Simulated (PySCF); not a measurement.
C5H7O (charge +1).
Geometry (PBE0-D3(BJ)/def2-SVP, Å), atoms numbered from 1 in this order:
```
atom  x, y, z in Å
C1    -1.9262    0.5298    1.1966
O2    -0.5670    0.4571    0.8113
C3    -0.3507   -0.2331   -0.3500
C4     1.0838   -0.2671   -0.6282
C5     2.3519    0.0846   -0.2386
C6     2.1738   -0.6192   -1.3839
H7    -1.9601    1.0972    2.1337
H8    -2.3475   -0.4762    1.3683
H9    -2.5309    1.0532    0.4354
H10   -0.8417    0.2057   -1.2510
H11   -0.6954   -1.2946   -0.3313
H12    3.0107    0.5771    0.4800
H13    2.5970   -1.1084   -2.2648
```

Level of theory: PBE0-D3(BJ)/def2-SVP geometry optimisation, gas phase (PySCF 2.14.0).

Masses are those of the commonest isotopes; rigid-rotor values at the optimised geometry. The values belong to one conformer with, in the numbering `[CH3:1][O:2][CH2:3][c+:4]1[cH:5][cH:6]1`, C1–O2–C3–C4 -179°, O2–C3–C4–C5 0°.

**Question.** What are A, B and C (GHz)?

**Answer.** Ia = 32.87, Ib = 272.10, Ic = 298.55 u·Å²; 505379 MHz·u·Å²/I gives 15373, 1857 and 1693 MHz, that is A = 15.373, B = 1.8573, C = 1.6928 GHz.

**Question.** What kind of rotor is it?

**Answer.** A near-prolate asymmetric top: κ = (2 × 1857 − 15373 − 1693)/(15373 − 1693) = -0.98.

**Question.** What does the inertial defect say?

**Answer.** Not planar: Δ = Ic − Ia − Ib = -6.42 u·Å². For a rigid frame Δ = −2 Σ m c², so Σ m c² = 3.21 u·Å² lies off the ab plane, practically all of it from hydrogen. The atom farthest from that plane is 0.92 Å away.

**Question.** Which lines would a microwave search look for?

**Answer.** The dipole components (about the centre of mass, as the species is charged) are |μa| = 5.04 D, |μb| = 1.20 D, |μc| = 0.05 D. Intensities carry the squares of the components, which stand as 1.00 : 0.06 : 0.00 (a : b : c). Some lines, for components of 0.1 D or more:

| type | branch | J(Ka,Kc) | MHz | lower level (cm⁻¹) |
| --- | --- | --- | --- | --- |
| a | Q | 2(1,1) ← 2(1,2) | 494 | 0.801 |
| a | R | 1(0,1) ← 0(0,0) | 3550 | 0.000 |
| a | R | 2(1,2) ← 1(1,1) | 6936 | 0.569 |
| a | R | 2(0,2) ← 1(0,1) | 7099 | 0.118 |
| b | Q | 1(1,0) ← 1(0,1) | 13680 | 0.118 |
| b | Q | 2(1,1) ← 2(0,2) | 13846 | 0.355 |
| b | R | 1(1,1) ← 0(0,0) | 17066 | 0.000 |
| b | R | 2(1,2) ← 1(0,1) | 20451 | 0.118 |
| b | Q | 2(2,0) ← 2(1,1) | 40548 | 0.817 |
| b | Q | 2(2,1) ← 2(1,2) | 41040 | 0.801 |
| b | R | 2(2,1) ← 1(1,0) | 47811 | 0.575 |
| b | R | 2(2,0) ← 1(1,1) | 47977 | 0.569 |

Not checked by PBE0-D3(BJ)/def2-SVP frequencies. These are rigid-rotor constants of the computed structure; measured ground-state constants (B0) also hold zero-point vibration. A rigid rotor knows nothing of internal rotation, which can split or shift real lines.
